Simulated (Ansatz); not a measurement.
## HS (charge -1): a composite energy at a relaxed geometry, step by step

Computed with Ansatz 0.2.0, Python API.

The cells in order, each with its output:

```python
from dataclasses import dataclass
import itertools

import ansatz as az
from ase.data import atomic_numbers, covalent_radii
import numpy as np


@dataclass
class Options:
    basis_set: str = 'def2-SVP'
    xc: str = 'b3lyp'
    charge: int = -1


settings = Options()
```

```python
GEOMETRY = '''
S     0.57066   -0.18654    0.29345
H    -0.57066    0.18654   -0.29345
'''
```

```python
molecule = az.Crystal.molecule()
for line in GEOMETRY.strip().splitlines():
    symbol, *xyz = line.split()
    molecule = molecule.atom(symbol, [float(v) for v in xyz])

setup = (
    molecule.calculation()
    .basis(gaussian=settings.basis_set)  # the orbital basis, by name
    .functional(settings.xc)
    .charge(settings.charge)  # electrons removed from the neutral system
)
symbols = [site.symbol for site in molecule.cartesian_sites]
start = np.array([site.position_ang for site in molecule.cartesian_sites], dtype=float)
data = setup.relax(force_tolerance=0.01).run(threads=1, backend='cpu').report
end = np.array(data['positions_ang'])
# pairs closer than 1.2 times the sum of covalent radii, before or after
radius = [covalent_radii[atomic_numbers[s]] for s in symbols]
span = lambda where, i, j: np.linalg.norm(where[i] - where[j])
bonded = [(i, j) for i, j in itertools.combinations(range(len(symbols)), 2) if min(span(start, i, j), span(end, i, j)) < 1.2 * (radius[i] + radius[j])]
print('pair        before    after (A)')
for i, j in bonded:
    print(f'{symbols[i]}{i}-{symbols[j]}{j}'.ljust(10), f'{span(start, i, j):8.4f} {span(end, i, j):8.4f}')
```

    pair        before    after (A)
    S0-H1        1.3365   1.3654

```python
minimum = az.Crystal.molecule()
for symbol, place in zip(symbols, end):
    minimum = minimum.atom(symbol, place.tolist())
at_minimum = minimum.calculation().charge(settings.charge)
# MP2 extrapolated to the basis limit, plus the small-basis difference CCSD(T) - MP2
level = lambda method, basis: at_minimum.basis(gaussian=basis).correlation(method).run(threads=1, backend='cpu').report
small, large, cluster = level('mp2', 'cc-pVDZ'), level('mp2', 'cc-pVTZ'), level('ccsd_t', 'cc-pVDZ')
corr = lambda each: (each['free_energy_ev'] - each['reference_energy_ev']) / 27.211386246
mp2_limit = (27 * corr(large) - 8 * corr(small)) / 19
pieces = {'HF / cc-pVTZ': large['reference_energy_ev'] / 27.211386246, 'MP2 correlation, DZ-TZ limit': mp2_limit, 'CCSD(T) - MP2 / cc-pVDZ': corr(cluster) - corr(small)}
for name, value in pieces.items():
    print(f'{name:32s} {value:14.6f} Ha')
print(f'{"sum":32s} {sum(pieces.values()):14.6f} Ha')
print('T1 diagnostic', round(cluster['correlation']['coupled_cluster']['t1_diagnostic'], 4))
```

    HF / cc-pVTZ                        -398.134175 Ha
    MP2 correlation, DZ-TZ limit          -0.213132 Ha
    CCSD(T) - MP2 / cc-pVDZ               -0.020335 Ha
    sum                                 -398.367642 Ha
    T1 diagnostic 0.0065

These settings explore the input space; basis and method may be short of convergence. The sum leaves out core correlation, relativity, the Hartree-Fock basis error and zero-point energy; a DZ-TZ extrapolation is rough. b3lyp holds the VWN-RPA fit, as in Gaussian; the form of ORCA and Turbomole is b3lyp5. Inner cores stay frozen, so this is valence correlation. For Al to Cl the sets with a tight d function, cc-pV(X+d)Z, are usual. An extrapolation from small basis sets is rough. Anions want diffuse functions, which this basis lacks. Timing: 2.5 s on 1 thread of Arm Neoverse V1, with other jobs on the host, peak memory 0.15 GiB.
